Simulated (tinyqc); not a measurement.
Worked calculation (part 1 of 2): G0W0 on RHF in the sto-3g basis, for H2O, spin multiplicity 1. Computed by tinyqc, a small Python program that keeps every step (integrals from PySCF). Settings: charge = 0, multiplicity = 1, basis = sto-3g, method = RHF, energy threshold = 1e-10, iteration cap = 67, orthogonalisation = symmetric, start = Wolfsberg-Helmholz matrix, DIIS depth = 6. Command: `OMP_NUM_THREADS=1 python tinyqc.py 23190 23191 out.jsonl` (the two numbers bound the seeds that draw the settings). One thread of a shared host (Intel(R) Xeon(R) Processor @ 2.60GHz), about 0.06 s of CPU time with the checks. The early iterations of the SCF are left out here.

## One-electron integrals

Geometry (angstrom):
```
atom        x         y        z
O     0.00000   0.00000  0.00000
H     0.00000   0.72600  0.56500
H     0.00000  -0.69300  0.54000
```

Basis sto-3g: exponents (1/bohr^2) and contraction coefficients of normalised primitives:
```
element  l (shell)   exponent  coefficient
O            s (1)  130.70932      0.15433
O            s (1)   23.80886      0.53533
O            s (1)    6.44361      0.44463
O            s (2)    5.03315     -0.09997
O            s (2)    1.16960      0.39951
O            s (2)    0.38039      0.70012
O            p (3)    5.03315      0.15592
O            p (3)    1.16960      0.60768
O            p (3)    0.38039      0.39196
H            s (1)    3.42525      0.15433
H            s (1)    0.62391      0.53533
H            s (1)    0.16886      0.44463
```

Overlap, kinetic and nuclear-attraction integrals over the contracted functions; the nuclear repulsion is the sum of Za Zb / Rab.

nuclear repulsion = 9.7933200 hartree

overlap S:
```
          1O 1s    1O 2s   1O 2px    1O 2py   1O 2pz    2H 1s     3H 1s
1O 1s   1.00000  0.23670  0.00000   0.00000  0.00000  0.05895   0.06497
1O 2s   0.23670  1.00000  0.00000   0.00000  0.00000  0.49956   0.52773
1O 2px  0.00000  0.00000  1.00000   0.00000  0.00000  0.00000   0.00000
1O 2py  0.00000  0.00000  0.00000   1.00000  0.00000  0.32046  -0.33063
1O 2pz  0.00000  0.00000  0.00000   0.00000  1.00000  0.24939   0.25763
2H 1s   0.05895  0.49956  0.00000   0.32046  0.24939  1.00000   0.28788
3H 1s   0.06497  0.52773  0.00000  -0.33063  0.25763  0.28788   1.00000
```

kinetic energy T (hartree):
```
           1O 1s     1O 2s   1O 2px    1O 2py   1O 2pz    2H 1s     3H 1s
1O 1s   29.00320  -0.16801  0.00000   0.00000  0.00000  0.00041   0.00437
1O 2s   -0.16801   0.80813  0.00000   0.00000  0.00000  0.14730   0.16992
1O 2px   0.00000   0.00000  2.52873   0.00000  0.00000  0.00000   0.00000
1O 2py   0.00000   0.00000  0.00000   2.52873  0.00000  0.24760  -0.27466
1O 2pz   0.00000   0.00000  0.00000   0.00000  2.52873  0.19269   0.21402
2H 1s    0.00041   0.14730  0.00000   0.24760  0.19269  0.76003   0.01753
3H 1s    0.00437   0.16992  0.00000  -0.27466  0.21402  0.01753   0.76003
```

nuclear attraction V (hartree):
```
            1O 1s      1O 2s     1O 2px     1O 2py     1O 2pz     2H 1s     3H 1s
1O 1s   -61.79601   -7.46181    0.00000    0.00127   -0.02165  -1.91509  -2.11412
1O 2s    -7.46181  -10.20693    0.00000    0.01136   -0.24817  -4.14286  -4.43609
1O 2px    0.00000    0.00000  -10.03844    0.00000    0.00000   0.00000   0.00000
1O 2py    0.00127    0.01136    0.00000  -10.21671    0.00668  -2.36520   2.48750
1O 2pz   -0.02165   -0.24817    0.00000    0.00668  -10.14655  -1.92728  -2.02645
2H 1s    -1.91509   -4.14286    0.00000   -2.36520   -1.92728  -6.00552  -1.92051
3H 1s    -2.11412   -4.43609    0.00000    2.48750   -2.02645  -1.92051  -6.17752
```

core Hamiltonian H = T + V (hartree):
```
            1O 1s     1O 2s    1O 2px    1O 2py    1O 2pz     2H 1s     3H 1s
1O 1s   -32.79281  -7.62982   0.00000   0.00127  -0.02165  -1.91468  -2.10976
1O 2s    -7.62982  -9.39880   0.00000   0.01136  -0.24817  -3.99556  -4.26617
1O 2px    0.00000   0.00000  -7.50971   0.00000   0.00000   0.00000   0.00000
1O 2py    0.00127   0.01136   0.00000  -7.68798   0.00668  -2.11760   2.21284
1O 2pz   -0.02165  -0.24817   0.00000   0.00668  -7.61782  -1.73459  -1.81243
2H 1s    -1.91468  -3.99556   0.00000  -2.11760  -1.73459  -5.24549  -1.90298
3H 1s    -2.10976  -4.26617   0.00000   2.21284  -1.81243  -1.90298  -5.41749
```

## Two-electron integrals

Functions are numbered as in S; the eight-fold symmetry (ij|kl) = (ji|kl) = (kl|ij) leaves the list below.

Two-electron integrals (ij|kl) in chemists' order, unique and non-zero (hartree):
```
(11|11) 4.78507    (21|11) 0.74138    (21|21) 0.13687    (22|11) 1.11895
(22|21) 0.25663    (22|22) 0.81721    (31|31) 0.02448    (32|31) 0.03781
(32|32) 0.18052    (33|11) 1.11581    (33|21) 0.25668    (33|22) 0.81702
(33|33) 0.88016    (41|41) 0.02448    (42|41) 0.03781    (42|42) 0.18052
(43|43) 0.04744    (44|11) 1.11581    (44|21) 0.25668    (44|22) 0.81702
(44|33) 0.78527    (44|44) 0.88016    (51|51) 0.02448    (52|51) 0.03781
(52|52) 0.18052    (53|53) 0.04744    (54|54) 0.04744    (55|11) 1.11581
(55|21) 0.25668    (55|22) 0.81702    (55|33) 0.78527    (55|44) 0.78527
(55|55) 0.88016    (61|11) 0.18784    (61|21) 0.03436    (61|22) 0.06391
(61|33) 0.06379    (61|41) 0.00124    (61|42) 0.00231    (61|44) 0.06402
(61|51) 0.00096    (61|52) 0.00180    (61|54) 0.00018    (61|55) 0.06393
(61|61) 0.00874    (62|11) 0.43018    (62|21) 0.09978    (62|22) 0.34867
(62|33) 0.34299    (62|41) 0.00586    (62|42) 0.04366    (62|44) 0.35341
(62|51) 0.00456    (62|52) 0.03398    (62|54) 0.00811    (62|55) 0.34930
(62|61) 0.02548    (62|62) 0.17997    (63|31) 0.01076    (63|32) 0.06146
(63|43) 0.00921    (63|53) 0.00717    (63|63) 0.02651    (64|11) 0.23525
(64|21) 0.05531    (64|22) 0.20646    (64|33) 0.19697    (64|41) 0.01363
(64|42) 0.08618    (64|44) 0.22151    (64|51) 0.00223    (64|52) 0.01923
(64|54) 0.01193    (64|55) 0.20068    (64|61) 0.01478    (64|62) 0.12945
(64|64) 0.11863    (65|11) 0.18308    (65|21) 0.04304    (65|22) 0.16067
(65|33) 0.15329    (65|41) 0.00223    (65|42) 0.01923    (65|44) 0.15805
(65|51) 0.01250    (65|52) 0.07643    (65|54) 0.01292    (65|55) 0.17051
(65|61) 0.01150    (65|62) 0.10074    (65|64) 0.07169    (65|65) 0.08230
(66|11) 0.55012    (66|21) 0.12967    (66|22) 0.51685    (66|33) 0.49578
(66|41) 0.01040    (66|42) 0.10459    (66|44) 0.53477    (66|51) 0.00810
(66|52) 0.08139    (66|54) 0.03035    (66|55) 0.51939    (66|61) 0.03345
(66|62) 0.32689    (66|64) 0.26879    (66|65) 0.20918    (66|66) 0.77461
(71|11) 0.20727    (71|21) 0.03790    (71|22) 0.07044    (71|33) 0.07031
(71|41) -0.00135   (71|42) -0.00252   (71|44) 0.07056    (71|51) 0.00105
(71|52) 0.00196    (71|54) -0.00019   (71|55) 0.07046    (71|61) 0.00949
(71|62) 0.02722    (71|64) 0.01436    (71|65) 0.01229    (71|66) 0.03527
(71|71) 0.01063    (72|11) 0.46110    (72|21) 0.10689    (72|22) 0.37186
(72|33) 0.36593    (72|41) -0.00624   (72|42) -0.04588   (72|44) 0.37678
(72|51) 0.00486    (72|52) 0.03575    (72|54) -0.00845   (72|55) 0.37252
(72|61) 0.02645    (72|62) 0.15817    (72|64) 0.07806    (72|65) 0.08592
(72|66) 0.23903    (72|71) 0.03007    (72|72) 0.20245    (73|31) 0.01170
(73|32) 0.06619    (73|43) -0.00974   (73|53) 0.00759    (73|63) 0.02282
(73|73) 0.03031    (74|11) -0.24689   (74|21) -0.05803   (74|22) -0.21571
(74|33) -0.20574   (74|41) 0.01471    (74|42) 0.09177    (74|44) -0.23157
(74|51) -0.00235   (74|52) -0.01993   (74|54) 0.01254    (74|55) -0.20959
(74|61) -0.01364   (74|62) -0.07572   (74|64) -0.01486   (74|65) -0.04014
(74|66) -0.09874   (74|71) -0.01711   (74|72) -0.14269   (74|74) 0.12987
(75|11) 0.19238    (75|21) 0.04522    (75|22) 0.16809    (75|33) 0.16031
(75|41) -0.00235   (75|42) -0.01993   (75|44) 0.16527    (75|51) 0.01352
(75|52) 0.08173    (75|54) -0.01360   (75|55) 0.17850    (75|61) 0.01174
(75|62) 0.08481    (75|64) 0.04077    (75|65) 0.06818    (75|66) 0.14114
(75|71) 0.01333    (75|72) 0.11118    (75|74) -0.07758   (75|75) 0.09076
(76|11) 0.19099    (76|21) 0.04465    (76|22) 0.16765    (76|33) 0.16390
(76|41) 4.68e-05   (76|42) 0.00051    (76|44) 0.16713    (76|51) 0.00327
(76|52) 0.02820    (76|54) 0.00014    (76|55) 0.17176    (76|61) 0.01129
(76|62) 0.08538    (76|64) 0.05296    (76|65) 0.05363    (76|66) 0.15799
(76|71) 0.01244    (76|72) 0.08990    (76|74) -0.05400   (76|75) 0.05561
(76|76) 0.04790    (77|11) 0.57142    (77|21) 0.13460    (77|22) 0.53233
(77|33) 0.51069    (77|41) -0.01099   (77|42) -0.10787   (77|44) 0.55070
(77|51) 0.00857    (77|52) 0.08405    (77|54) -0.03118   (77|55) 0.53498
(77|61) 0.03321    (77|62) 0.23065    (77|64) 0.09850    (77|65) 0.13800
(77|66) 0.36321    (77|71) 0.03828    (77|72) 0.35061    (77|74) -0.28273
(77|75) 0.22031    (77|76) 0.15799    (77|77) 0.77461
```

## Orthogonalisation

S = U s U^T; symmetric (Loewdin) form X = U s^(-1/2) U^T, so that X^T S X = 1.

eigenvalues of S: 0.30087  0.37664  0.88572  1.00000  1.08979  1.33823  2.00875

X:
```
           1O 1s     1O 2s   1O 2px    1O 2py    1O 2pz     2H 1s     3H 1s
1O 1s    1.02443  -0.14662  0.00000   0.00067  -0.01153   0.02258   0.02361
1O 2s   -0.14662   1.30098  0.00000  -0.01338   0.13501  -0.31632  -0.35512
1O 2px   0.00000   0.00000  1.00000   0.00000   0.00000   0.00000   0.00000
1O 2py   0.00067  -0.01338  0.00000   1.13530  -0.00535  -0.25239   0.26902
1O 2pz  -0.01153   0.13501  0.00000  -0.00535   1.06533  -0.15577  -0.17023
2H 1s    0.02258  -0.31632  0.00000  -0.25239  -0.15577   1.24094  -0.10772
3H 1s    0.02361  -0.35512  0.00000   0.26902  -0.17023  -0.10772   1.27604
```

## Iteration 8 (converged): orbitals

converged F (hartree):
```
            1O 1s     1O 2s    1O 2px    1O 2py    1O 2pz     2H 1s     3H 1s
1O 1s   -20.22759  -5.16405   0.00000   0.00111  -0.03125  -1.30463  -1.43644
1O 2s    -5.16405  -2.46806   0.00000   0.01331  -0.15530  -1.09333  -1.16794
1O 2px    0.00000   0.00000  -0.39674   0.00000   0.00000   0.00000   0.00000
1O 2py    0.00111   0.01331   0.00000  -0.36520   0.01246  -0.40167   0.41470
1O 2pz   -0.03125  -0.15530   0.00000   0.01246  -0.39088  -0.38346  -0.39471
2H 1s    -1.30463  -1.09333   0.00000  -0.40167  -0.38346  -0.63202  -0.47370
3H 1s    -1.43644  -1.16794   0.00000   0.41470  -0.39471  -0.47370  -0.69712
```

Diagonalise F' = X^T F X, C = X C', fill 5 alpha and 5 beta electrons from the bottom; D = 2 C_occ C_occ^T. Each column has its largest component positive (the first on a tie).

F' = X^T F X (hartree):
```
           1         2         3         4         5         6         7
1  -19.84506  -2.69550   0.00000  -0.00071  -0.05376  -0.21728  -0.25973
2   -2.69550  -1.18106   0.00000  -0.00653   0.11983  -0.54830  -0.59924
3    0.00000   0.00000  -0.39674   0.00000   0.00000   0.00000   0.00000
4   -0.00071  -0.00653   0.00000  -0.01349   0.00367  -0.50439   0.52099
5   -0.05376   0.11983   0.00000   0.00367  -0.22009  -0.33944  -0.35620
6   -0.21728  -0.54830   0.00000  -0.50439  -0.33944   0.03883  -0.13183
7   -0.25973  -0.59924   0.00000   0.52099  -0.35620  -0.13183   0.05225
```

orbital energies (hartree): MO1 -20.23669, MO2 -1.30193, MO3 -0.64906, MO4 -0.46104, MO5 -0.39674, MO6 0.66236, MO7 0.81773

coefficients C:
```
             MO1       MO2       MO3       MO4      MO5       MO6       MO7
1O 1s    0.99398  -0.23072  -0.00611   0.10590  0.00000  -0.13795   0.02545
1O 2s    0.02793   0.81233   0.03398  -0.55348  0.00000   0.97412  -0.20387
1O 2px   0.00000   0.00000   0.00000   0.00000  1.00000   0.00000   0.00000
1O 2py  -0.00034  -0.01297   0.61033   0.00960  0.00000   0.15675   1.01384
1O 2pz   0.00498   0.15164  -0.01532   0.78903  0.00000   0.73743  -0.13012
2H 1s   -0.00635   0.15288   0.44324   0.26473  0.00000  -0.95387  -0.73502
3H 1s   -0.00700   0.16971  -0.43806   0.24299  0.00000  -0.70465   1.04479
```

D after iteration 8:
```
           1O 1s     1O 2s   1O 2px    1O 2py    1O 2pz     2H 1s     3H 1s
1O 1s    2.10497  -0.43694  0.00000  -0.00013   0.10722  -0.03252  -0.03541
1O 2s   -0.43694   1.93631  0.00000   0.00976  -0.62783  -0.01491  -0.02342
1O 2px   0.00000   0.00000  2.00000   0.00000   0.00000   0.00000   0.00000
1O 2py  -0.00013   0.00976  0.00000   0.74552  -0.00749   0.54216  -0.53445
1O 2pz   0.10722  -0.62783  0.00000  -0.00749   1.29164   0.45049   0.44826
2H 1s   -0.03252  -0.01491  0.00000   0.54216   0.45049   0.57992  -0.20769
3H 1s   -0.03541  -0.02342  0.00000  -0.53445   0.44826  -0.20769   0.55957
```

## Convergence

Stop when the energy changes by less than 1e-10 hartree and every element of the error matrix X^T (F D S - S D F) X is below 3e-06.

Course of the cycle:
```
iteration  E (hartree)     change  largest element of the error matrix
1          -74.6898917          -                             3.81e-01
2          -74.9254360  -2.36e-01                             1.02e-01
3          -74.9421053  -1.67e-02                             2.39e-02
4          -74.9429375  -8.32e-04                             3.60e-03
5          -74.9429729  -3.53e-05                             1.03e-04
6          -74.9429729  -2.67e-08                             1.21e-05
7          -74.9429729  -1.84e-10                             7.83e-07
8          -74.9429729  -1.09e-12                             9.90e-08
```

PySCF RHF in the same basis = -74.9429729 hartree

Converged in 8 iterations.

## Integrals over molecular orbitals

(pq|rs) = sum C_ip C_jq C_kr C_ls (ij|kl), one index at a time.

one-electron integrals over orbitals h = C^T H C (hartree):
```
           1         2         3         4         5         6         7
1  -32.77463   0.55540   0.01487  -0.24401   0.00000   0.31861  -0.05876
2    0.55540  -7.74483  -0.00039   0.37568   0.00000  -1.41403   0.27682
3    0.01487  -0.00039  -6.52899   0.04967   0.00000  -0.30317  -1.65705
4   -0.24401   0.37568   0.04967  -7.13268   0.00000  -0.97908   0.11142
5    0.00000   0.00000   0.00000   0.00000  -7.50971   0.00000   0.00000
6    0.31861  -1.41403  -0.30317  -0.97908   0.00000  -5.35541  -0.04875
7   -0.05876   0.27682  -1.65705   0.11142   0.00000  -0.04875  -5.62379
```

Two-electron integrals over orbitals (pq|rs), unique and non-zero (hartree):
```
(11|11) 4.74344     (21|11) -0.41274    (21|21) 0.05733     (22|11) 1.00273
(22|21) -0.01200    (22|22) 0.73588     (31|11) -0.01110    (31|21) 0.00119
(31|22) -0.00145    (31|31) 0.01137     (32|11) 0.00233     (32|21) -0.00074
(32|22) -0.00782    (32|31) 0.01835     (32|32) 0.14910     (33|11) 0.81916
(33|21) -0.00438    (33|22) 0.65886     (33|31) 0.00059     (33|32) 0.00420
(33|33) 0.65098     (41|11) 0.18870     (41|21) -0.02240    (41|22) 0.01767
(41|31) -0.00088    (41|32) -0.00006    (41|33) 0.00683     (41|41) 0.02898
(42|11) -0.11655    (42|21) 0.00963     (42|22) 0.01626     (42|31) 0.00006
(42|32) -0.00026    (42|33) 0.00789     (42|41) 0.01906     (42|42) 0.11963
(43|11) -0.01170    (43|21) 0.00055     (43|22) -0.00347    (43|31) -0.00390
(43|32) 0.01519     (43|33) -0.00173    (43|41) 0.00068     (43|42) 0.00475
(43|43) 0.04515     (44|11) 1.02192     (44|21) -0.01459    (44|22) 0.67939
(44|31) -2.36e-05   (44|32) 0.00300     (44|33) 0.61289     (44|41) -0.01238
(44|42) -0.10464    (44|43) -0.00752    (44|44) 0.81265     (51|51) 0.02608
(52|51) 0.03221     (52|52) 0.14260     (53|51) 0.00087     (53|52) 0.00280
(53|53) 0.03012     (54|51) -0.01393    (54|52) -0.04743    (54|53) -0.00180
(54|54) 0.05856     (55|11) 1.11533     (55|21) -0.01155    (55|22) 0.74686
(55|31) -0.00030    (55|32) 0.00105     (55|33) 0.64144     (55|41) 0.00525
(55|42) -0.06231    (55|43) -0.00651    (55|44) 0.74146     (55|55) 0.88016
(61|11) -0.24906    (61|21) 0.03736     (61|22) -0.00032    (61|31) 0.00315
(61|32) 0.00335     (61|33) 0.00013     (61|41) -0.00173    (61|42) 0.01980
(61|43) -0.00005    (61|44) -0.02020    (61|55) -0.00639    (61|61) 0.03320
(62|11) 0.31681     (62|21) -0.00673    (62|22) 0.14360     (62|31) 0.00176
(62|32) 0.00821     (62|33) 0.07941     (62|41) 0.01852     (62|42) 0.01839
(62|43) -0.00608    (62|44) 0.09568     (62|55) 0.16090     (62|61) 0.00598
(62|62) 0.10267     (63|11) 0.06321     (63|21) -0.00138    (63|22) 0.02648
(63|31) 0.00341     (63|32) -0.03881    (63|33) 0.01624     (63|41) 0.00020
(63|42) -0.01177    (63|43) -0.02518    (63|44) 0.02714     (63|55) 0.03383
(63|61) -0.00036    (63|62) 0.01861     (63|63) 0.07114     (64|11) 0.19823
(64|21) -0.00166    (64|22) 0.08505     (64|31) -0.00166    (64|32) -0.01260
(64|33) 0.04057     (64|41) 0.00283     (64|42) -0.02408    (64|43) -0.00222
(64|44) 0.11292     (64|55) 0.10273     (64|61) 2.62e-05    (64|62) 0.05740
(64|63) 0.01996     (64|64) 0.05994     (65|51) 0.01648     (65|52) 0.06070
(65|53) 0.00524     (65|54) -0.00447    (65|65) 0.03985     (66|11) 0.81247
(66|21) -0.00685    (66|22) 0.62167     (66|31) 0.00257     (66|32) 0.03076
(66|33) 0.58173     (66|41) 0.02189     (66|42) 0.06026     (66|43) 0.01372
(66|44) 0.55258     (66|55) 0.59384     (66|61) 0.00823     (66|62) 0.09580
(66|63) -0.01119    (66|64) 0.03788     (66|66) 0.61100     (71|11) 0.04640
(71|21) -0.00729    (71|22) -0.00091    (71|31) 0.01552     (71|32) 0.02351
(71|33) 0.00115     (71|41) 0.00079     (71|42) -0.00288    (71|43) -0.00573
(71|44) 0.00335     (71|55) 0.00115     (71|61) -0.00241    (71|62) 0.00216
(71|63) 0.00443     (71|64) -0.00218    (71|66) 0.00298     (71|71) 0.02277
(72|11) -0.06324    (72|21) 0.00118     (72|22) -0.02781    (72|31) 0.01337
(72|32) 0.03312     (72|33) -0.01274    (72|41) -0.00280    (72|42) 0.00080
(72|43) -0.03418    (72|44) -0.02153    (72|55) -0.03135    (72|61) 0.00226
(72|62) -0.00930    (72|63) 0.03350     (72|64) -0.01294    (72|66) -0.02032
(72|71) 0.01740     (72|72) 0.06132     (73|11) 0.35363     (73|21) -0.00773
(73|22) 0.12534     (73|31) -0.00023    (73|32) 0.00973     (73|33) 0.09044
(73|41) -0.00123    (73|42) -0.07362    (73|43) -0.00191    (73|44) 0.16324
(73|55) 0.18128     (73|61) -0.00742    (73|62) 0.07545     (73|63) 0.01523
(73|64) 0.06659     (73|66) 0.03908     (73|71) 0.00115     (73|72) -0.02057
(73|73) 0.14697     (74|11) -0.02287    (74|21) 0.00029     (74|22) -0.00626
(74|31) -0.01009    (74|32) -0.07675    (74|33) -0.00820    (74|41) -0.00079
(74|42) 0.00024     (74|43) 0.00879     (74|44) -0.01315    (74|55) -0.01110
(74|61) -0.00256    (74|62) -0.01160    (74|63) 0.03716     (74|64) 0.00439
(74|66) -0.02324    (74|71) -0.01358    (74|72) -0.01412    (74|73) -0.01480
(74|74) 0.06714     (75|51) -0.00306    (75|52) -0.01141    (75|53) 0.02292
(75|54) 0.00170     (75|65) -0.00289    (75|75) 0.02444     (76|11) 0.00682
(76|21) -0.00054    (76|22) -0.00483    (76|31) 0.00939     (76|32) 0.09686
(76|33) 0.00929     (76|41) -0.00295    (76|42) -0.01076    (76|43) 0.03856
(76|44) 0.01166     (76|55) 0.00393     (76|61) -0.00019    (76|62) -0.00470
(76|63) -0.05742    (76|64) -0.01139    (76|66) 0.02973     (76|71) 0.01245
(76|72) -0.01176    (76|73) 0.01769     (76|74) -0.05226    (76|76) 0.10594
(77|11) 0.88047     (77|21) -0.00954    (77|22) 0.63330     (77|31) -0.00374
(77|32) -0.03465    (77|33) 0.62084     (77|41) 0.00481     (77|42) -0.00919
(77|43) -0.01437    (77|44) 0.61685     (77|55) 0.63061     (77|61) -0.00603
(77|62) 0.07109     (77|63) 0.03611     (77|64) 0.04107     (77|66) 0.56259
(77|71) -0.00352    (77|72) -0.01080    (77|73) 0.08558     (77|74) 0.01465
(77|76) -0.02719    (77|77) 0.63800
```
